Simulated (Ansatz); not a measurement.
Structure relaxation of Cu₃Pt

These are results of DFT r2SCAN, scalar-relativistic, plane waves, PAW (Ansatz), not measurements. Cutoff 500 eV, Γ-centred k mesh, Gaussian smearing, no spin polarisation in the final step.

A relaxed cell is given with its space group left out.

```
Cu Pt
1.0
     3.68343    0.00000    0.00000
     0.00000    3.68343    0.00000
     0.00000    0.00000    3.68343
Cu Pt
3 1
Cartesian
  0.0000 1.8417 1.8417
  1.8417 0.0000 1.8417
  1.8417 1.8417 0.0000
  0.0000 0.0000 0.0000
```

Formation energies are uncorrected and refer to the elements' standard structures at the same level.

Q: What space group does it have?

A: Pm-3m (No. 221). Conventional cell: a = 3.683 Å. Cu is coordinated by 4 Pt at 2.60 Å and 8 Cu at 2.60 Å; Pt has 12 Cu at 2.60 Å.

Q: How far does it lie from the elements in energy?

A: -0.16 eV/atom.

Q: Is it a metal?

A: Yes, bands cross the Fermi level on the 12×12×12 mesh.

The final run used a 12×12×12 mesh on its 4-atom cell and 0.10 eV smearing. For metals, differences of a few meV/atom aren't resolved. Spin–orbit coupling is left out.

Cost: 3 runs of about 2 core-minutes in all, on Arm Neoverse V2 (shared hosts).